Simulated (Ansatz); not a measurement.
Basis sets over 5 cases of the adiabatic electron affinity at MP2 with Ansatz (Al to Cl present), each against its own reference: (a) Hartree-Fock in aug-cc-pV5Z plus the correlation part extrapolated as X^-3 from aug-cc-pVQZ and aug-cc-pV5Z; (b) Hartree-Fock in aug-cc-pVQZ plus the correlation part extrapolated as X^-3 from aug-cc-pVTZ and aug-cc-pVQZ. By their distance from other large sets or by the extrapolation step the references are unsure by up to roughly 0.021 eV. B3LYP-D3(BJ)/def2-TZVP geometries; electronic energies, positive where released; frozen cores; unrestricted open shells; no added dispersion term; no relativity. Cartesian d functions in some cases of 6-31G*, 6-31G**. (X+d) sets on Al to Cl for cc-pVXZ and aug-cc-pVXZ. 

Cases are drawn at random; left out are references unsure by over 0.033 eV, unbound anions, doubtful singlets, and cases whose largest runs show a restricted determinant unstable towards unrestricted orbitals, <S^2> over 0.1 too high or, where CCSD(T) ran, T1 over 0.025 (0.045 for open shells). Sets are drawn from those converged to one state in every case.

Cases (SMILES) and reference values:
- Cl atom → [Cl-] (an electron is taken up): 3.799 eV (a)
- [CH](Cl)Cl → Cl[CH-]Cl (an electron is taken up): 1.395 eV (b)
- [SiH3] (SiH3) → [SiH3-] (an electron is taken up): 1.228 eV (b)
- [SH] (SH) → [SH-] (an electron is taken up): 2.444 eV (a)
- [PH2] (PH2) → [PH2-] (an electron is taken up): 1.284 eV (b)

```json
[
 {"basis": "pcseg-0", "functions over def2-SVP (largest species, mean of cases)": "0.6", "mean signed deviation (eV)": "-1.170", "mean absolute": "1.170", "largest": "1.937", "within 0.1 eV": "1 of 5"},
 {"basis": "6-31G", "functions over def2-SVP (largest species, mean of cases)": "0.6", "mean signed deviation (eV)": "-0.890", "mean absolute": "0.890", "largest": "1.140", "within 0.1 eV": "0 of 5"},
 {"basis": "3-21G", "functions over def2-SVP (largest species, mean of cases)": "0.6", "mean signed deviation (eV)": "-1.005", "mean absolute": "1.005", "largest": "1.327", "within 0.1 eV": "0 of 5"},
 {"basis": "6-31G*", "functions over def2-SVP (largest species, mean of cases)": "0.9", "mean signed deviation (eV)": "-1.011", "mean absolute": "1.011", "largest": "1.137", "within 0.1 eV": "0 of 5"},
 {"basis": "def2-SVP", "functions over def2-SVP (largest species, mean of cases)": "1.0", "mean signed deviation (eV)": "-1.304", "mean absolute": "1.304", "largest": "1.818", "within 0.1 eV": "0 of 5"},
 {"basis": "6-31G**", "functions over def2-SVP (largest species, mean of cases)": "1.0", "mean signed deviation (eV)": "-0.990", "mean absolute": "0.990", "largest": "1.104", "within 0.1 eV": "0 of 5"},
 {"basis": "cc-pVDZ", "functions over def2-SVP (largest species, mean of cases)": "1.2", "mean signed deviation (eV)": "-0.985", "mean absolute": "0.985", "largest": "1.262", "within 0.1 eV": "0 of 5"},
 {"basis": "def2-TZVP", "functions over def2-SVP (largest species, mean of cases)": "1.9", "mean signed deviation (eV)": "-0.461", "mean absolute": "0.461", "largest": "0.586", "within 0.1 eV": "0 of 5"},
 {"basis": "pcseg-2", "functions over def2-SVP (largest species, mean of cases)": "2.1", "mean signed deviation (eV)": "-0.526", "mean absolute": "0.526", "largest": "0.661", "within 0.1 eV": "0 of 5"},
 {"basis": "cc-pVTZ", "functions over def2-SVP (largest species, mean of cases)": "2.3", "mean signed deviation (eV)": "-0.466", "mean absolute": "0.466", "largest": "0.577", "within 0.1 eV": "0 of 5"},
 {"basis": "def2-TZVPD", "functions over def2-SVP (largest species, mean of cases)": "2.4", "mean signed deviation (eV)": "-0.220", "mean absolute": "0.220", "largest": "0.371", "within 0.1 eV": "0 of 5"},
 {"basis": "jun-cc-pV(T+d)Z", "functions over def2-SVP (largest species, mean of cases)": "2.7", "mean signed deviation (eV)": "-0.159", "mean absolute": "0.159", "largest": "0.208", "within 0.1 eV": "0 of 5"},
 {"basis": "pcseg-3", "functions over def2-SVP (largest species, mean of cases)": "4.3", "mean signed deviation (eV)": "-0.174", "mean absolute": "0.174", "largest": "0.216", "within 0.1 eV": "0 of 5"},
 {"basis": "def2-QZVPP", "functions over def2-SVP (largest species, mean of cases)": "4.4", "mean signed deviation (eV)": "-0.175", "mean absolute": "0.175", "largest": "0.224", "within 0.1 eV": "1 of 5"}
]
```

Of the sets for which every case ran a larger relative (same family, alike in diffuse functions), none listed holds all cases within 0.1 eV together with them. A case lies within its reference's uncertainty of the window's edge in jun-cc-pV(T+d)Z, pcseg-3, def2-QZVPP. These figures hold for the cases listed.

Ansatz is a first-principles code.
